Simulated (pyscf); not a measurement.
This saddle point was located with ωB97X-D3(BJ)/def2-SVP in PySCF.

```
C
C 1 1.2357
H 2 1.0774 1 161.74
O 1 1.4131 2 137.58 3 172.74
H 4 0.9769 1 109.96 2 143.05
H 4 1.2174 5 108.20 1 135.95
```
Charge 0, spin multiplicity 2.

Surface: doublet, charge 0. Lowest wavenumbers (cm⁻¹): 1976i, 284, 374, 511, 586.

**Question.** What reaction is this the transition state of?

**Answer.** •C≡CH + water (H₂O) ⇌ HC≡C–OH + H atom (H•), a substitution at O read from left to right: H–O broken and C–O formed. At CCSD(T)/def2-TZVPP + ΔMP2(QZVPP) it lies +127.7 kJ/mol from the left side and +133.6 kJ/mol from the right (each side as separated species at their lowest minima found). On the reactant side the descent ends in a complex, 26.7 kJ/mol under the separated species and 131.9 kJ/mol under the saddle at ωB97X-D3(BJ)/def2-TZVP. At ωB97X-D3(BJ) the barrier from the zero used here is 105.2 kJ/mol. The same reactants have a lower exit, to H₂C=C•–OH (barrier +73.3 kJ/mol at ωB97M-D3(BJ), against +98.2 kJ/mol here). HC≡C–OH lies 153.5 kJ/mol over its isomer H₂C=C=O, and others may lie lower still (electronic energy, ωB97M-D3(BJ)). This is the saddle that the search found; another between the same sides may lie lower. The angle at the attacked O is 122°. The CCSD(T) − MP2 part came from Ansatz, without density fitting, on the same reference. An open-shell T1 diagnostic exceeds 0.045. A UHF reference is spin-contaminated (<S²> up to 1.15), which harms MP2 most. C₂H has a Π state close over its Σ ground state, and the state reached was not checked.
